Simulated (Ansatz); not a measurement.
# O2: the cost of one run

Method: the levels named in each step, in Ansatz 0.2.0.

### 1 The system as given

Bond lengths: O1–O2 1.099 Å.

Coordinates:

```xyz
2

O     0.0000    0.0000    0.0000
O     0.0000    0.0000    1.0991
```

### 2 A rough first relaxation, PBE-D4/def2-SVP

This run stands in another session on the same molecule. It ended at:

```xyz
2

O     0.0000    0.0000   -0.0112
O     0.0000    0.0000    1.1104
```

### 3 Relaxation, PBE0-D4/def2-TZVPP

This run stands in another session on the same molecule. It ended at:

```xyz
2

O     0.0000    0.0000    0.0004
O     0.0000    0.0000    1.0987
```

### 4 Frequencies, PBE0-D4/def2-TZVPP

The input, input.yaml:

```yaml
crystal:
  periodic: [false, false, false]
  atoms:
    - { symbol: O, position_ang: [0.0, 0.0, 0.00043397] }
    - { symbol: O, position_ang: [0.0, 0.0, 1.09870603] }
magnetization:
  spin_polarized: true
  initial_magnetization: 1
total_charge: 1
basis:
  gaussian: { orbitals: def2-TZVPP }
hamiltonian:
  xc: pbe0
  dispersion: d4
phonons: {}
```

Run with:

```console
ansatz run input.yaml --threads 1 --pin off --max-ram 2560MiB --backend cpu --events-out ev --progress --plain --runs-dir out
```

**Question.** How long does this run take on 1 thread of Intel Xeon at 2.50GHz (Skylake/Cascade Lake), shared host, and how much memory does it need?

About 8.5 s, with a peak of 0.11 GiB.
